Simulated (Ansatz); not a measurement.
# O2: rigid scan of one bond length from a Python script

How does the energy of O2 change as one bond is stretched? Aim: a rigid scan of one bond length, for O2, run from a script.

Computed with Ansatz 0.2.0, driven from Python. Level of theory: MP2/def2-SVP.

### 1 The system

Bond lengths: O1–O2 1.200 Å.

The script holds or builds the structure itself.

### 2 Script

File o2.py:

```python
'''Potential curve of O2 along one bond.'''

import ansatz as az
from ase.data import atomic_masses, atomic_numbers
import numpy as np

geometry_ang = [
    ('O', (0.0, 0.0, 0.0)),
    ('O', (0.0, 0.0, 1.2)),
]
system = az.Crystal.molecule()
for symbol, xyz in geometry_ang:
    system = system.atom(symbol, xyz)

symbols = [site.symbol for site in system.cartesian_sites]
start = np.array([site.position_ang for site in system.cartesian_sites])
axis = (start[1] - start[0]) / np.linalg.norm(start[1] - start[0])
moving = [1]
lengths, energies = [1.056, 1.104, 1.152, 1.2, 1.248, 1.296, 1.344, 1.416], []
for length in lengths:
    xyz = start.copy()
    xyz[moving] += (length - np.linalg.norm(start[1] - start[0])) * axis
    point = az.Crystal.molecule()
    for symbol, place in zip(symbols, xyz):
        point = point.atom(symbol, place.tolist())
    job = (
        point.calculation()
        .basis(gaussian='def2-SVP')
        .correlation('mp2')
        .spin('collinear', total=2)
    )
    data = job.run(threads=1).report
    energies.append(data['free_energy_ev'])
    print(f'r = {length:6.3f} A  E = {energies[-1]:.5f} eV  <S^2> = {abs(data["mean_field"]["state"]["spin_squared"]):.3f}')

# quartic fit about the minimum
fit = np.polynomial.Polynomial.fit(lengths, np.array(energies) - min(energies), 4).convert()
roots = [r.real for r in fit.deriv().roots() if abs(r.imag) < 1e-9 and fit.deriv(2)(r.real) > 0]
r_e = min(roots, key=lambda r: abs(r - lengths[int(np.argmin(energies))]))
print(f'minimum of the fit at {r_e:.4f} A, force constant {fit.deriv(2)(r_e):.2f} eV/A^2')
m1, m2 = (atomic_masses[atomic_numbers[s]] for s in symbols)
mu = m1 * m2 / (m1 + m2)
print(f'harmonic wavenumber {521.4709 * np.sqrt(fit.deriv(2)(r_e) / mu):.0f} 1/cm, rotational constant {16.857629 / (mu * r_e ** 2):.4f} 1/cm')
```

### 3 What the engine is handed

The engine receives this input (first run):

```yaml
crystal:
  periodic: [false, false, false]
  atoms:
    - { symbol: O, position_ang: [0.0, 0.0, 0.0] }
    - { symbol: O, position_ang: [0.0, 0.0, 1.056] }
basis:
  gaussian:
    orbitals: def2-SVP
magnetization:
  spin_polarized: true
  initial_magnetization: 2.0
correlation:
  method: mp2
```

### 4 Running it

Run with:

```console
> python o2.py
```

**Question.** Where along the scan is the O-O distance of lowest energy, and how steep are the two sides?

The runs gave:

| quantity | value |
| --- | --- |
| bond length at the fit's minimum | 1.1894 Å |
| runs compared | 8 |
| range of energy | 2.413 eV |
| lowest point, distance (Å) | 1.20 |

The lowest point is at 1.200 Å. At the shortest distance (1.06 Å) the energy is 1.44 eV higher, at the longest (1.42 Å) 2.41 eV. Notes:
- The basis set is modest, and single-reference methods fail as a bond breaks.
- The species is open-shell (spin multiplicity 3).
